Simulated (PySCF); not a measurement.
Structure problem from calculated spectra and properties.

Formula: C5H10O.

| Property | Result |
| --- | --- |
| NMR, other nuclei | isotropic shieldings of nuclei other than C and H, by class: -339 (1 O) ppm [GIAO PBE0/pcSseg-1] |
| 13C NMR | chemical shifts (computed TMS as zero) by class: 211.4 (1 C), 48.9 (1 C), 32.2 (1 C), 21.0 (1 C), 15.7 (1 C) ppm [GIAO PBE0/pcSseg-1] |
| Dipole | 2.77 D [PBE0/pcSseg-1] |
| 1H NMR | chemical shifts (computed TMS as zero) by class: 2.23 (2 H), 2.14 (3 H), 1.56 (2 H), 0.97 (3 H) ppm [GIAO PBE0/pcSseg-1] |
| Rotational structure | rotational constants A, B, C: 8.343, 1.826, 1.556 GHz [GFN2-xTB] |

Electronic properties: PySCF, gas phase, density fitting. Levels stand in brackets. The structure is a single GFN2-xTB conformer in the gas phase; no vibrational or solvent corrections. NMR classes are plain means over equivalent atoms (diastereotopic ones count apart unless rotation or inversion swaps them), as if these changed places fast.

**Question.** What is the compound? Reason from the data.

**Answer.** Numbering: `[CH3:1][CH2:2][CH2:3][C:4]([CH3:5])=[O:6]`. Its formula, C5H10O, gives 1 degree of unsaturation: 0 rings and 1 π bond in the structure found. 5 carbons fall into 5 classes; from least to most shielded: ketone carbonyl carbon [C4] (211.4 ppm), sp3 carbon next to a carbonyl [C3] (48.9 ppm), methyl carbon next to a carbonyl [C5] (32.2 ppm), chain CH2 carbon [C2] (21.0 ppm), methyl carbon [C1] (15.7 ppm). Hydrogen classes from least to most shielded: 2 H on an sp3 carbon next to a carbonyl, C3 (2.23 ppm), 3 H on a methyl carbon next to a carbonyl, C5 (2.14 ppm), 2 H on a chain CH2 carbon, C2 (1.56 ppm), 3 H on a methyl carbon, C1 (0.97 ppm, a mean of values up to 0.5 ppm apart in this geometry). The other shieldings belong to: -339 ppm, ketone oxygen [O6]. The optimised geometry has point group Cs and is an asymmetric top. Structure: `O=C(CCC)C`. Computed isomers that give other values at the same levels: `CC(C)(C)C=O` (13C chemical shifts (computed TMS as zero) by class: 211.2 (1 C), 44.5 (1 C), 24.8 (3 C) ppm); `C=CC(C)(C)O` (13C chemical shifts (computed TMS as zero) by class: 157.4 (1 C), 115.2 (1 C), 74.4 (1 C), 32.0 (2 C) ppm); `CCCCC=O` (13C chemical shifts (computed TMS as zero) by class: 206.0 (1 C), 51.7 (1 C), 28.3 (1 C), 27.2 (1 C), 17.1 (1 C) ppm). The assignments are read from this structure; whether some other isomer fits the data as well wasn't checked.

Shape of the structure used: `[CH3:1][CH2:2][CH2:3][C:4]([CH3:5])=[O:6]`: C1–C2–C3–C4 180°, C2–C3–C4–C5 180°.
